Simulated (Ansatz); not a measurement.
## Basis-set limit of BI, singlet

```xyz
2

B    -0.0638   -1.0373    0.4018
I     1.9044   -1.4556    1.1053
```

Ansatz 0.2.0, RHF determinant, valence electrons correlated, core potentials past Kr. Energies in eV.

| set | X | functions | Hartree–Fock | MP2 correlation | CCSD(T) correlation | time |
| --- | --- | --- | --- | --- | --- | --- |
| def2-TZVPP | 3 | 81 | -8742.2699 | -5.6858 | -6.8201 | 2.3 s on 1 × NVIDIA H100 80GB HBM3 with 1 thread of AMD EPYC 7R13 Processor (Zen 3), with other jobs on the host |
| def2-QZVPP | 4 | 139 | -8742.3194 | -6.3310 | -7.4555 | 2.5 s on 1 × NVIDIA H100 80GB HBM3 with 1 thread of AMD EPYC 7R13 Processor (Zen 3), with other jobs on the host |

Hartree–Fock is taken to follow E(X) = E∞ + A·exp(−7.88·√X), correlation E(X) = E∞ + B·X^−2.97.

Cautions: no spin-orbit coupling; inner d shell frozen; higher spins were not checked; raised T1 diagnostic; restricted determinant unstable towards unrestricted.

Problem. Work out the CCSD(T) energy at the limit, and how far the shortcut misses it that extrapolates MP2 and adds CCSD(T) minus MP2 from the smaller set.

Solution. Hartree–Fock: E∞ = E4 + 0.1377·(E4 − E3) = -8742.3262. Correlation: E∞ = E4 + 0.7407·(E4 − E3) = -7.9262 for CCSD(T) and -6.8089 for MP2. The limit is -8750.2524 eV, 0.478 eV below def2-QZVPP. The shortcut gives a correlation energy of -6.8089 + (-1.1343) = -7.9431, 17 meV lower than the direct value.

The exponents were fitted on light atoms, and def2 sets of heavy atoms don't grow evenly, so the limit is rough here.
